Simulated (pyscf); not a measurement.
CH₄ (SMILES C) + H₂C=SiH–CH₃ (SMILES C=[SiH]C) → H₃C–SiH(CH₃)–CH₃ (SMILES C[SiH](C)C), an addition across a multiple bond or ene-type step (singlet surface; C–H broken, C–Si, C–H formed). PySCF, gas phase, ωB97X-D3(BJ)/def2-SVP geometries. Energies in kJ/mol from the separated reactants.

Small-basis levels: PySCF, no dispersion term, spherical d functions. AM1 to PM7: differences of heats of formation from MOPAC, which are fitted to 298 K values and so differ in kind from electronic energies by zero-point and thermal terms. Cost: rough CPU time at the saddle relative to B3LYP/6-31G*, from one job on a shared machine.

```csv
level,barrier,reaction energy,cost
BP86/6-31G*,191.2,-197.1,2
PBE/6-31G*,180.1,-206.3,2
M06-2X/6-31G*,193.7,-226.4,3
AM1,260.3,-163.5,under 0.02
PM3,172.4,-205.5,under 0.02
PM6,66.2,-257.1,under 0.02
PM7,267.3,-165.8,under 0.02
ωB97M-D3(BJ)/def2-TZVP,174.6,-220.7,–
```

Against the last row the barrier runs from -108.4 (PM6) to +92.7 kJ/mol (PM7). ωB97M-D3(BJ)/def2-TZVP has limits of its own. At the saddle there is also a short H–Si contact that neither side keeps. H₂C=SiH–CH₃ lies 31.2 kJ/mol over its isomer H₂C=CH–SiH₃ (electronic energy, ωB97M-D3(BJ)/def2-TZVP). This is the saddle that the search found; another between the same sides may lie lower.
